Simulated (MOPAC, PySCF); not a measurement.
C$_{2}$H$_{6}$O, SMILES `COC`, neutral singlet in the gas phase. 

Cartesian coordinates (Å):
SMILES: COC
```xyz
9

C      1.1226     0.0978    -0.2817
O     -0.0429    -0.6166    -0.5386
C     -1.1281    -0.1772     0.2124
H      1.0123     1.1767    -0.5158
H      1.4383     0.0162     0.7788
H      1.9225    -0.3135    -0.9137
H     -0.9496    -0.2756     1.3030
H     -1.9995    -0.7928    -0.0527
H     -1.3756     0.8850     0.0084
```
Charge 0, spin multiplicity 1.

All levels are single points at this geometry (PBE0-D3(BJ)/def2-SVP); Pople sets use spherical d functions. Orbital energies aren't observables, and empty levels follow the basis.

```csv
level,HOMO (eV),LUMO (eV),gap (eV),dipole (D),"vertical IE, Delta-SCF (eV)"
M06-2X/def2-TZVP in PySCF,-9.03,2.05,11.08,1.23,10.16
B3LYP/6-31G* in PySCF,-6.87,2.53,9.40,1.18,9.79
M06-2X/6-31G* in PySCF,-8.78,3.69,12.47,1.26,–
HF/6-31G* in PySCF,-11.37,6.36,17.74,1.45,8.93
AM1 in MOPAC,-10.58,3.21,13.79,1.37,–
PM6 in MOPAC,-9.70,2.48,12.18,1.88,–
```
